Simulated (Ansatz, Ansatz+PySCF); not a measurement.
```yaml
atoms:
  - { symbol: C, position_ang: [0.0000, -0.0252, -1.0566] }
  - { symbol: S, position_ang: [0.0000, -0.0548, 0.6104] }
  - { symbol: H, position_ang: [0.0000, -0.9906, -1.3562] }
  - { symbol: H, position_ang: [-0.8279, 0.4219, -1.4268] }
  - { symbol: H, position_ang: [0.8279, 0.4219, -1.4268] }
  - { symbol: H, position_ang: [0.0000, 1.1751, 0.7837] }
```

RHF-MP2 on singlet CH4S was run in several spherical basis sets with Ansatz (development build ahead of 0.2.0). Frozen core: 6 orbitals. Caution for RHF-MP2: no unrestricted run beside it, a lower state can exist.

**Question.** Rank the basis sets by the total energy that they give, lowest first, with the distance from the lowest.
A. def2-SVP
B. def2-TZVP
C. 6-31G(d)
D. cc-pVTZ
E. cc-pVDZ

**Answer.** D (0.00 eV), B (0.57 eV), E (3.19 eV), C (4.76 eV), A (7.49 eV).

Totals follow the description of the cores as much as that of the bonds, so this order isn't one of quality for chemistry.
